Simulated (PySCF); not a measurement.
Which functional comes closest?

Molecule: `CC[PH](=O)CC`, C4H11OP.

Geometry (Å), atoms numbered from 1 in this order:
```xyz
17

C    -2.306    0.280   -0.097
C    -1.485   -0.948    0.263
P     0.281   -0.874   -0.180
O     1.045   -2.135    0.072
C     0.972    0.589    0.662
C     2.480    0.674    0.466
H    -1.994    1.166    0.476
H    -3.373    0.114    0.113
H    -2.218    0.526   -1.168
H    -1.518   -1.166    1.344
H    -1.864   -1.854   -0.239
H     0.228   -0.448   -1.549
H     0.455    1.495    0.304
H     0.724    0.473    1.731
H     2.740    0.847   -0.590
H     2.912    1.495    1.057
H     2.954   -0.270    0.773
```

Geometry PBE0-D3(BJ)/def2-SVP throughout; GIAO in PySCF 2.14.0 with density-fitted response routines, gas phase, one conformer, non-relativistic; equivalent atoms averaged; basis pcSseg-1.

Reference values (measured; solution, CHCl3; S. K. Latypov et al., Phys. Chem. Chem. Phys. 2015 (author manuscript)): δ(P3) = 41.0 ppm vs 85 % H3PO4. Computed shifts are taken against H3PO4, calculated as an isolated molecule at each level.

How do the functionals KT2, KT3, B97-D, B3LYP, PBE0, mPW1PW91 perform against the reference? Times are CPU seconds on 1 thread of an Arm Neoverse V1, shared host; the GGAs took longer than the global hybrids here, which isn't the general rule, and the cause wasn't traced.

Answers


```csv
functional,kind,P3,abs. error P,core-s
KT2,GGA,3.6,37.4,28
KT3,GGA,6.1,34.9,27
B97-D,GGA,11.3,29.7,27
B3LYP,global hybrid,10.7,30.3,16
PBE0,global hybrid,6.3,34.7,16
mPW1PW91,global hybrid,6.7,34.3,16
```

For ³¹P the closest is B97-D (29.7 ppm) and the furthest KT2 (37.4 ppm). One molecule is a small sample, and vibrational and solvent effects are absent from the calculation.
